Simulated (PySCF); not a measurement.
Isomers of C4H4FN, mass 85.033 u with the commonest isotopes. Computed with PySCF 2.14.0, PBE0-D3(BJ)/def2-SVP geometry optimisation, gas phase. One conformer each, none proved a minimum here; rigid rotors.

Question: Order these by rotational constant B, smallest first.
A. `[N:1]#[C:2][CH2:3]/[CH:4]=[CH:5]\[F:6]` with C2–C3–C4–C5 -121°
B. `[CH2:1]=[C:2]([C:3]#[N:4])[CH2:5][F:6]` with C1–C2–C5–F6 -1°
C. `[F:1]/[CH:2]=[CH:3]/[C@H:4]1[CH:5]=[N:6]1` with C2–C3–C4–C5 -43°
D. `FC1=CC=CN1`

Answer: A (1727 MHz), C (1967 MHz), B (2258 MHz), D (3576 MHz).

Question: Order these by out-of-plane moment Σ m c² = (Ia + Ib − Ic)/2, smallest first.
A. `[F:1]/[CH:2]=[CH:3]/[C@H:4]1[CH:5]=[N:6]1` with C2–C3–C4–C5 -43°
B. `Fc1ccc[nH]1`
C. `[CH2:1]=[C:2]([C:3]#[N:4])[CH2:5][F:6]` with C1–C2–C5–F6 -1°
D. `[N:1]#[C:2][CH2:3]/[CH:4]=[CH:5]\[F:6]` with C2–C3–C4–C5 -121°

Answer: B (0.00 u·Å²), C (1.61 u·Å²), A (12.16 u·Å²), D (17.35 u·Å²).

Question: Order these by radius of gyration √(Σ m r²/M), largest first.
A. `Fc1ccc[nH]1`
B. `[N:1]#[C:2][CH2:3]/[CH:4]=[CH:5]\[F:6]` with C2–C3–C4–C5 -121°
C. `[F:1]/[CH:2]=[CH:3]/[C@H:4]1[CH:5]=[N:6]1` with C2–C3–C4–C5 -43°

Answer: B (1.949 Å), C (1.833 Å), A (1.525 Å).

| SMILES | point group | Ia (u·Å²) | Ib (u·Å²) | Ic (u·Å²) | κ | μa (D) | μb (D) | μc (D) |
| --- | --- | --- | --- | --- | --- | --- | --- | --- |
| F/C=C/[C@H]1C=N1 | C1 | 40.95 | 256.89 | 273.53 | -0.98 | 1.32 | 0.65 | 1.82 |
| C=C(C#N)CF | Cs | 60.15 | 223.78 | 280.71 | -0.86 | 2.14 | 0.70 | 0.03 |
| Fc1ccc[nH]1 | Cs | 56.37 | 141.32 | 197.69 | -0.68 | 0.48 | 1.85 | 0.01 |
| N#CC/C=C\F | C1 | 47.66 | 292.68 | 305.64 | -0.98 | 3.09 | 1.58 | 1.45 |
